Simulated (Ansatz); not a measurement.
Relaxation of BH8NSi (11 atoms, charge 0, multiplicity 1), to a largest force component of 0.03 eV/Å in at most 50 steps.

Computed with RKS BLYP-D4/6-31G* in Ansatz.

```xyz
11
Properties=species:S:1:pos:R:3
B 0.237 -0.562 -0.105
H -0.756 0.854 1.560
H 1.263 0.050 -0.011
H -0.640 -0.256 -0.864
N 0.075 -1.785 0.719
H -0.806 -2.290 0.596
Si 1.235 -2.450 1.870
H 1.384 -3.926 1.664
H 2.538 -1.760 1.656
H 0.791 -2.239 3.288
H -0.696 0.149 1.635
```

Q: Where does it end, and by what steps?

A: It converged. The force dipped under the threshold on the way, but the program's further checks kept it going. After 19 steps the energy has fallen by 0.359 eV; H2 moved furthest, 1.16 Å.

| step | energy less start (eV) | largest force component (eV/Å) | accepted |
| --- | --- | --- | --- |
| 0 | 0.0000 | 1.828 | yes |
| 1 | -0.2095 | 0.820 | yes |
| 2 | -0.2930 | 0.348 | yes |
| 3 | -0.3286 | 0.140 | yes |
| 4 | -0.3432 | 0.097 | yes |
| 5 | -0.3469 | 0.115 | yes |
| 6 | -0.3507 | 0.023 | yes |
| 7 | -0.2534 | 1.308 | no |
| 8 | -0.3514 | 0.059 | yes |
| 9 | -0.3525 | 0.151 | yes |
| 10 | -0.3535 | 0.123 | yes |
| 11 | -0.3541 | 0.152 | yes |
| 12 | -0.3454 | 0.415 | no |
| 13 | -0.3570 | 0.072 | yes |
| 14 | -0.3573 | 0.042 | yes |
| 15 | -0.3578 | 0.034 | yes |
| 16 | -0.3582 | 0.042 | yes |
| 17 | -0.3584 | 0.036 | yes |
| 18 | -0.3587 | 0.018 | yes |
| 19 | -0.3588 | 0.019 | yes |

```xyz
11
Properties=species:S:1:pos:R:3
B 0.490 -0.882 -0.484
H -1.319 0.978 2.561
H 1.637 -0.546 -0.617
H -0.367 -0.535 -1.253
N 0.143 -1.710 0.611
H -0.843 -1.979 0.685
Si 1.233 -2.376 1.844
H 1.354 -3.863 1.711
H 2.566 -1.738 1.656
H 0.700 -2.084 3.213
H -0.970 0.521 2.081
```

Run time: 53 s on 1 thread of Intel(R) Xeon(R) Platinum 8259CL CPU @ 2.50GHz (Skylake/Cascade Lake) (shared host), peak memory 0.15 GiB.
